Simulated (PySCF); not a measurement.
**A small calculation by hand: entropy of an ideal gas**

C3H7, SMILES C[CH]C (connectivity only; charge and spin as stated), charge +1, multiplicity 1.

Coordinates come from a PBE0-D3(BJ)/def2-TZVP optimisation. The spin state was assumed, not searched. The isomer is the one that the SMILES or the coordinates give; other isomers of the formula were not compared.

PBE0-D3(BJ)/def2-TZVP run with PySCF gives the harmonic wavenumbers 160, 180, 421, 605, 677, 931, 966, 1088, 1202, 1251, 1282, 1301, 1349, 1355, 1435, 1478, 1554, 2876, 2890, 3077, 3078, 3141, 3187, 3190 cm⁻¹ and the rotational temperatures 1.9780, 0.4155, 0.3748 K. The molar mass is 43.09 g/mol, the symmetry number 2, the spin multiplicity 1.

Work out the entropy at 298.15 K and 1 atm in the rigid-rotor, harmonic-oscillator model.


Translation (Sackur–Tetrode at 1 atm): S = R[1.5 ln M + 2.5 ln T − 1.16487] = 155.7 J/(mol K).
Rotation: q = (√π/σ) T^1.5/√(θA θB θC) = 8220, S = R[ln q + 3/2] = 87.4 J/(mol K).
Vibration: with u = 1.4388 ν/T, each mode gives R[u/(e^u − 1) − ln(1 − e^−u)]:
| ν (cm⁻¹) | modes | u | S (J/(mol K)) |
|---|---|---|---|
| 160 | 1 | 0.77 | 10.67 |
| 180 | 1 | 0.87 | 9.74 |
| 421 | 1 | 2.03 | 3.72 |
| 605 | 1 | 2.92 | 1.85 |
| 677 | 1 | 3.27 | 1.40 |
| 931 | 1 | 4.49 | 0.52 |
| 966 | 1 | 4.66 | 0.45 |
| 1088 | 1 | 5.25 | 0.27 |
| 1202 | 1 | 5.80 | 0.17 |
| 1251 | 1 | 6.04 | 0.14 |
| 1282 | 1 | 6.19 | 0.12 |
| 1301 | 1 | 6.28 | 0.11 |
| 1349 | 1 | 6.51 | 0.09 |
| 1355 | 1 | 6.54 | 0.09 |
| 1435 | 1 | 6.92 | 0.06 |
| 1478 | 1 | 7.13 | 0.05 |
| 1554 | 1 | 7.50 | 0.04 |
The stiffer modes add less than 0.005 each. Sum 29.5 J/(mol K).
Spin: R ln 1 = 0.0 J/(mol K).
Total 272.6 J/(mol K); the program's own thermochemistry gives 272.6. Translation makes up 57 % and vibration 11 %. Anharmonicity, hindered rotation and orbital degeneracy are left out.
